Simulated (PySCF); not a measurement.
CH2F2, SMILES FCF.

The structure is a stationary point at TPSSh-D3(BJ)/def2-TZVP.

Level of theory: TDA-ωB97X/def2-SVPD (PySCF 2.14.0).

Vertical excitations. Gas-phase values at a fixed geometry. State labels are in the subgroup C2v.

Computed excitation energies, oscillator strengths and character:
| state | symmetry | energy (eV) | λ (nm) | f | main pairs |
|---|---|---|---|---|---|
| S1 | B2 | 10.00 | 124 | 0.035 | HOMO→LUMO 92 % |
| S2 | A2 | 10.43 | 119 | 0.000 | HOMO→LUMO+1 86 % |
| S3 | B2 | 11.14 | 111 | 0.019 | HOMO→LUMO+2 81 % |
| S4 | A1 | 11.72 | 106 | 0.079 | HOMO→LUMO+3 89 % |
| S5 | B1 | 11.76 | 105 | 0.026 | HOMO−1→LUMO 74 %, HOMO−2→LUMO+1 13 % |
| S6 | A1 | 12.01 | 103 | 0.043 | HOMO−2→LUMO 52 %, HOMO−1→LUMO+1 33 % |
| S7 | A2 | 12.36 | 100 | 0.000 | HOMO−3→LUMO 76 % |
| S8 | A1 | 12.54 | 99 | 0.008 | HOMO−1→LUMO+1 49 %, HOMO−2→LUMO 35 % |
| S9 | B2 | 12.81 | 97 | 0.124 | HOMO−3→LUMO+1 69 %, HOMO→LUMO+4 21 % |
| S10 | B1 | 12.82 | 97 | 0.062 | HOMO−2→LUMO+1 40 %, HOMO−1→LUMO+2 27 %, HOMO−1→LUMO 22 % |
| T1 | B2 | 9.75 | 127 | 0 | HOMO→LUMO 86 % |
| T2 | A2 | 9.96 | 124 | 0 | HOMO→LUMO+1 81 % |
| T3 | B2 | 10.66 | 116 | 0 | HOMO→LUMO+2 72 % |
| T4 | A1 | 11.06 | 112 | 0 | HOMO→LUMO+3 78 % |
Triplets are in the Tamm–Dancoff approximation.
